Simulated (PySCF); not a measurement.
## Assignment exercise: C$_{3}$H$_{9}$N

Bonds (- single, = double, # triple, : aromatic): C1-C2 1.526 Å, C2-C3 1.527 Å, C2-N4 1.458 Å. C1 carries H5, H6, H7; C2 carries H8; C3 carries H9, H10, H11; N4 carries H12, H13.

- coordinates at the GFN2-xTB level
- J: B3LYP/pcJ-1 (spin–dipole term only in couplings to heteroatoms)
- PBE0/pcSseg-1 with gauge-including orbitals
- run in PySCF 2.14.0 with density-fitted response routines
- averaged over atoms made equivalent by symmetry, fast rotation or ring inversion, non-relativistic Hamiltonian, a single conformation, no solvent

δ = σ(ref) − σ, references computed at the same level: ¹³C (186.93 ppm) and ¹H (31.72 ppm) vs TMS.

Task: Assign these signals to the numbered atoms. ¹³C{¹H} NMR (computed): δ 47.2, 27.1.

Result: 
```tsv
δ (ppm)	atoms	environment	reason
47.2	C2	sp3 CH bonded to N	the inductive effect lowers its shielding
27.1	C1/C3	methyl carbon	saturated and bonded to C and H only
```

Task: Assign these signals to the numbered atoms. ¹H NMR (400 MHz, computed): δ 3.41 (sept, J = 6.3 Hz, 1H), 1.03 (d, J = 6.3 Hz, 6H), 0.70 (br s, 2H).

Result: 
```tsv
δ (ppm)	atoms	environment	reason
3.41	H8	hydrogen on an sp3 CH bonded to N	its carbon carries N, an electronegative neighbour
1.03	H5/H6/H7/H9/H10/H11	hydrogen on a methyl carbon	–
0.70	H12/H13	hydrogen on an amine nitrogen	exchangeable; this is the value without hydrogen bonding to other molecules
```

Exchangeable OH/NH protons stand at their gas-phase positions; hydrogen bonding in a real sample shifts them, mostly to higher δ. Splittings below 1 Hz are ignored in the labels, and close J values are merged. Unscaled 3J(H,H) at this level run about 10 % above measured values. Shifts are as computed. Against solution values, carbons near 30 ppm lie about +3 ppm off and those near 130 ppm about +5 ppm. Of 1211 compounds with measured shifts, 218 miss one by over three times the rms of a fit or turn the order of signals round; such compounds aren't used in these exercises. Couplings to exchangeable protons are dropped.
